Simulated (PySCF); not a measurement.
Geometries of 2 isomers of C4H3FS, from PBE0-D3(BJ)/def2-SVP geometry optimisation, gas phase in PySCF. One conformer each, no zero-point energy, no frequencies.

Question: Which is lower in electronic energy at this level?
A.
```xyz
9
angstrom
F      1.790    0.754   -1.767
C      0.860    0.474   -0.874
C      0.564   -0.748   -0.347
C     -0.505   -0.652    0.594
C     -0.978    0.621    0.743
S     -0.133    1.747   -0.255
H      1.090   -1.662   -0.624
H     -0.907   -1.506    1.141
H     -1.781    0.973    1.389
```
B.
```xyz
9
angstrom
F      2.644    0.058   -0.333
C      1.532   -0.508    0.121
C      0.405    0.192    0.288
C     -0.825   -0.399    0.782
C     -1.961    0.253    0.962
S     -3.302    1.014    1.176
H      1.647   -1.576    0.334
H      0.415    1.256    0.040
H     -0.841   -1.467    1.033
```

Answer: A. That is `Fc1cccs1`, 33.4 kcal/mol below the other.

```
     SMILES                 atoms numbered as above      E (Eh)  relative (kcal/mol)  relative (kJ/mol)  dipole (D)
   Fc1cccs1     [F:1][c:2]1[cH:3][cH:4][cH:5][s:6]1  -651.51463                  0.0                0.0        1.40
F/C=C/C=C=S  [F:1]/[CH:2]=[CH:3]/[CH:4]=[C:5]=[S:6]  -651.46146                 33.4              139.6        1.16
```

As drawn, the lower has an aromatic ring, which the higher lacks; the higher has cumulated double bonds, a C=S bond and a C=C bond outside aromatic rings, which the lower lacks.
